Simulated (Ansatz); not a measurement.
System: antiferromagnetic bcc Cr. Method: PBEsol (plane waves, PAW; Ansatz, an electronic-structure program).

Run with plane-wave cutoff 520 eV, 22×22×22 k mesh, Fermi–Dirac smearing 0.045 eV (set by the program), spin-polarised with opposed moments, scalar-relativistic PAW data made under PBE.

The cell has the measured lattice: a = b = c = 2.8849 Å, α = β = γ = 90.00°.

**Question.** Predict the polycrystal shear modulus (Hill average), elastic constant C12, Voigt–Reuss–Hill bulk modulus, elastic constant C11 and elastic constant C44.

**Answer.** 
- polycrystal shear modulus (Hill average) = 113 GPa
- elastic constant C12 = 28.7 GPa
- Voigt–Reuss–Hill bulk modulus = 146 GPa
- elastic constant C11 = 380 GPa
- elastic constant C44 = 83.4 GPa

Measured, for comparison: elastic constant C12 88 GPa, elastic constant C11 394 GPa, elastic constant C44 104 GPa (4 K, zero-point motion not removed; as tabulated in Bienvenu et al. (2020), arXiv:2105.09651). Computed (rounded) less measured: elastic constant C12 -67 %, elastic constant C11 -4 %, elastic constant C44 -20 %.

Note: shear constants of such metals converge slowly with the k mesh; the commensurate order stands in for chromium's spin-density wave, and the size of the moments varies much between levels; the collinear magnetic order is the start's and need not be the measured one; the cell isn't this level's own, so it is under some stress, which shifts stiffness and frequencies.

Elastic constants are with the ions relaxed.
